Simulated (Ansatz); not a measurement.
# C5H11Cl: one species, many methods

Aim: compute C5H11Cl with functionals from several rungs and with coupled cluster, and see how far each lands from CCSD(T) at the basis-set limit for the atomisation energy.

The runs use Ansatz 0.2.0, Gaussian basis; functionals in def2-TZVPP, the program's frozen cores in correlated methods.

Levels to be run: LDA (SPW92), PBE-D4, revPBE-D4, BLYP-D4, r2SCAN-D4, B97M-V, PBE0-D4, B3LYP-D4, r2SCANh-D4, r2SCAN0-D4, HSE06-D4, BHLYP-D4, CAM-B3LYP-D4, LC-ωPBE, ωB97X-V, ωB97M-V, B2PLYP, PBE-QIDH; CCSD(T)/def2-SVP; CCSD(T)/def2-TZVPP; MP2/def2-QZVPP; extrapolation to the limit; RPA on PBE.

### 1 The relaxed structure

An earlier PBE0-D4 in a triple-zeta def2 set relaxation fixed the geometry.

SMILES `CC(C)CCCl`, 17 atoms, charge 0, spin multiplicity 1.

Atoms are counted from 1 here; the program's logs count them from 0.

Bond lengths: C1–C2 1.521 Å, C1–H7 1.093 Å, C1–H8 1.095 Å, C1–H9 1.093 Å, C2–C3 1.522 Å, C2–C4 1.526 Å, C2–H10 1.096 Å, C3–H11 1.095 Å, C3–H12 1.093 Å, C3–H13 1.092 Å, C4–C5 1.511 Å, C4–H14 1.099 Å, C4–H15 1.095 Å, C5–Cl6 1.790 Å, C5–H16 1.089 Å, C5–H17 1.089 Å. Angles: C2–C1–H7 111.4°, C2–C1–H8 110.9°, C2–C1–H9 111.1°, H7–C1–H8 107.7°, H7–C1–H9 107.9°, H8–C1–H9 107.6°, C1–C2–C3 110.9°, C1–C2–C4 109.8°, C1–C2–H10 108.2°, C3–C2–C4 112.3°, C3–C2–H10 108.1°, C4–C2–H10 107.5°, C2–C3–H11 111.0°, C2–C3–H12 110.7°, C2–C3–H13 112.1°, H11–C3–H12 107.6°, H11–C3–H13 108.1°, H12–C3–H13 107.2° and more.

As a file:

```xyz
17

C    -0.8971   -1.7049   -0.1800
C    -0.3080   -0.3974    0.3283
C     1.0549   -0.6278    0.9642
C    -0.2523    0.6193   -0.8076
C     0.2841    1.9848   -0.4479
Cl   -0.7059    2.7966    0.8031
H    -1.8859   -1.5524   -0.6204
H    -0.2553   -2.1503   -0.9473
H    -0.9989   -2.4321    0.6290
H    -0.9785    0.0037    1.0967
H     1.7821   -0.9685    0.2193
H     0.9941   -1.3944    1.7403
H     1.4483    0.2768    1.4331
H     0.3912    0.2269   -1.6075
H    -1.2512    0.7346   -1.2402
H     0.2810    2.6474   -1.3123
H     1.2972    1.9376   -0.0506
```

### 2 LDA

This LDA is Slater exchange with PW92 correlation.

Input file in.yaml:

```yaml
crystal:
  periodic: [false, false, false]
  atoms:
    - {symbol: C, position_ang: [-0.897100, -1.704860, -0.180019]}
    - {symbol: C, position_ang: [-0.308019, -0.397423, 0.328263]}
    - {symbol: C, position_ang: [1.054938, -0.627808, 0.964167]}
    - {symbol: C, position_ang: [-0.252315, 0.619330, -0.807650]}
    - {symbol: C, position_ang: [0.284148, 1.984840, -0.447874]}
    - {symbol: Cl, position_ang: [-0.705881, 2.796575, 0.803135]}
    - {symbol: H, position_ang: [-1.885920, -1.552373, -0.620397]}
    - {symbol: H, position_ang: [-0.255305, -2.150275, -0.947305]}
    - {symbol: H, position_ang: [-0.998892, -2.432134, 0.628989]}
    - {symbol: H, position_ang: [-0.978520, 0.003745, 1.096660]}
    - {symbol: H, position_ang: [1.782145, -0.968539, 0.219278]}
    - {symbol: H, position_ang: [0.994146, -1.394419, 1.740264]}
    - {symbol: H, position_ang: [1.448333, 0.276791, 1.433122]}
    - {symbol: H, position_ang: [0.391210, 0.226894, -1.607502]}
    - {symbol: H, position_ang: [-1.251246, 0.734634, -1.240168]}
    - {symbol: H, position_ang: [0.281037, 2.647383, -1.312347]}
    - {symbol: H, position_ang: [1.297232, 1.937638, -0.050613]}
basis:
  gaussian: {orbitals: def2-TZVPP}
hamiltonian: {xc: lda}
output: {orbitals: {seedname: orbitals}}
```

Started as:

```
$ ansatz run in.yaml --threads 2 --pin off --events-out ev --progress --plain --max-ram 32768MiB --backend cuda --devices 0, --max-vram 18GiB
```

Further steps of the session: PBE-D4 (GGA); revPBE-D4 (GGA); BLYP-D4 (GGA); r2SCAN-D4 (meta-GGA); B97M-V (meta-GGA); PBE0-D4 (hybrid); B3LYP-D4 (hybrid); r2SCANh-D4 (hybrid); r2SCAN0-D4 (hybrid); HSE06-D4 (hybrid); BHLYP-D4 (hybrid); CAM-B3LYP-D4 (range-separated); LC-ωPBE (range-separated); ωB97X-V (range-separated); ωB97M-V (range-separated); B2PLYP (double hybrid); PBE-QIDH (double hybrid); CCSD(T) in def2-SVP; CCSD(T) in def2-TZVPP; MP2 in def2-QZVPP; RPA on PBE orbitals.

Before running them: what should the planned runs give, taken together? Wanted: atomisation energy, CCSD(T)/CBS; farthest beyond LDA; mean size of error, GGA; mean size of error, meta-GGA; mean size of error, hybrid; mean size of error, range-separated; mean size of error, double hybrid; gap, smallest and largest; T1 diagnostic.

As calculated:

| quantity | value |
| --- | --- |
| atomisation energy, CCSD(T)/CBS | 68.372 eV |
| functionals within 0.342 eV (0.5 %) | revPBE-D4, r2SCAN-D4, B97M-V, B3LYP-D4, r2SCANh-D4, CAM-B3LYP-D4, LC-ωPBE, ωB97X-V, ωB97M-V, PBE-QIDH |
| farthest beyond LDA | BHLYP-D4 (-1.466 eV) |
| mean size of error, GGA | 0.628 eV |
| mean size of error, meta-GGA | 0.148 eV |
| mean size of error, hybrid | 0.505 eV |
| mean size of error, range-separated | 0.162 eV |
| mean size of error, double hybrid | 0.375 eV |
| gap, smallest and largest | 6.63 eV (LDA (SPW92)), 14.20 eV (LC-ωPBE) |
| T1 diagnostic | 0.0086 |
| triples share of the correlation energy | 3.9 % |

In words: The LDA atomisation energy is off by 9.166 eV (13 %): it overbinds. PBE-D4 misses by +1.216 eV. Double hybrids carry the basis error of their MP2 part in triple zeta, and no dispersion term here, so their miss is partly the set-up's. The rungs meta-GGA, range-separated miss on average by less than the doubt on the reference (0.342 eV), so they tie. Misses under about 0.342 eV are within the doubt on the reference itself, which lacks core-valence correlation, relativity and higher excitations. Hartree-Fock recovers 76 % of the binding; the rest is correlation. CCSD(T) in def2-SVP is off by -2.601 eV, more than most functionals: a good method in a small basis is no reference. Orbital gaps span 6.6 to 14.2 eV; exact exchange widens them.
